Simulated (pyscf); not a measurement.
H₃Si–Ga=AsH → H₃Si–AsH–Ga [singlet], a group migration (singlet surface; Ga–Si broken, As–Si formed). Structures and frequencies: ωB97X-D3(BJ)/def2-SVP in PySCF. MP2 and CC: frozen core, UHF for open shells. ΔMP2 is the change of the MP2 total energy from the triple- to the quadruple-zeta basis. Energies in kcal/mol from the reactant's lowest minimum found.

AM1 to PM7: differences of heats of formation from MOPAC, which are fitted to 298 K values and so differ in kind from electronic energies by zero-point and thermal terms. 

Question: In single points PM3 puts the saddle at 44.7 kcal/mol and the reaction energy at -26.1 kcal/mol. Should these be trusted to within a few kcal/mol? Compare with CCSD(T)/def2-TZVPP + ΔMP2(QZVPP).

Answer: CCSD(T)/def2-TZVPP + ΔMP2(QZVPP) gives ΔE‡ = 58.9 kcal/mol and ΔE = -13.1 kcal/mol. PM3 lies 14.2 kcal/mol under it in the barrier and 13.0 kcal/mol under it in the reaction energy, so on this step it does not hold to within 3.0 kcal/mol. CCSD(T)/def2-TZVPP + ΔMP2(QZVPP) has limits of its own. The same reactants have a lower exit, to SiH₃• + [Ga=AsH]• (no saddle counted: cutting one bond costs +53.9 kcal/mol at ωB97M-D3(BJ)/def2-TZVP, against +60.9 kcal/mol here). One saddle was located; it need not be the lowest between these sides. One closed-shell reference is unstable to symmetry breaking; treat the single-reference values with care. The CCSD(T) − MP2 part came from Ansatz, without density fitting, on the same reference. The frozen core leaves the outer d or s,p core shells of the metals and heavy elements correlated in the MP2 and CC values, and def2-TZVPP describes them poorly, which can shift differences by a few kcal/mol. In the def2 sets elements up to Kr have no core potential.
